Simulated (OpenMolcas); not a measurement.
**SiH4 (SMILES [H][Si]([H])([H])[H]): methods side by side**

SiH4: 5 atoms, total charge 0, spin state singlet. As SMILES, `[H][Si]([H])([H])[H]`. Geometry: relaxed at GFN2-xTB.

```xyz
5

Si    0.0001    0.0000    0.0001
H     0.0113   -0.0194    1.4609
H     1.3735    0.0113   -0.4978
H    -0.6966    1.1967   -0.4657
H    -0.6882   -1.1885   -0.4975
```

Each level gives the energy change with the Si1–H2 bond stretched from 1.461 to 2.191 Å (eV). The values are calculated.

```json
{"level": "PBE/STO-3G (restricted)", "kind": "GGA", "program": "OpenMolcas", "value (eV)": "2.89", "less FCI/STO-3G": "0.00"}
{"level": "B3LYP/STO-3G (restricted)", "kind": "global hybrid", "program": "OpenMolcas", "value (eV)": "3.11", "less FCI/STO-3G": "+0.22"}
{"level": "PBE0/STO-3G (restricted)", "kind": "global hybrid", "program": "OpenMolcas", "value (eV)": "3.23", "less FCI/STO-3G": "+0.34"}
{"level": "CASSCF(2,2)/STO-3G", "kind": "multireference", "program": "OpenMolcas", "value (eV)": "2.92", "less FCI/STO-3G": "+0.03"}
{"level": "MRCI(2,2)/STO-3G", "kind": "multireference", "program": "OpenMolcas", "value (eV)": "2.89", "less FCI/STO-3G": "0.00"}
{"level": "SC-NEVPT2(2,2)/STO-3G", "kind": "multireference", "program": "OpenMolcas", "value (eV)": "2.90", "less FCI/STO-3G": "+0.01"}
{"level": "ACPF/STO-3G (restricted)", "kind": "coupled cluster or CI", "program": "OpenMolcas", "value (eV)": "2.83", "less FCI/STO-3G": "-0.06"}
{"level": "CCSD(T)/STO-3G (restricted)", "kind": "coupled cluster or CI", "program": "OpenMolcas", "value (eV)": "2.90", "less FCI/STO-3G": "+0.01"}
{"level": "FCI/STO-3G", "kind": "exact in the basis", "program": "OpenMolcas", "value (eV)": "2.89", "less FCI/STO-3G": "0.00"}
```

FCI/STO-3G is exact within its basis and frozen core, so for wave-function methods in that basis the difference is their error; functionals converge differently with the basis, so for them it is only a difference. The first shape isn't each level's own minimum. The values span 2.83 to 3.23 eV. All rows use very small basis sets, so even the best lies far from the true value.
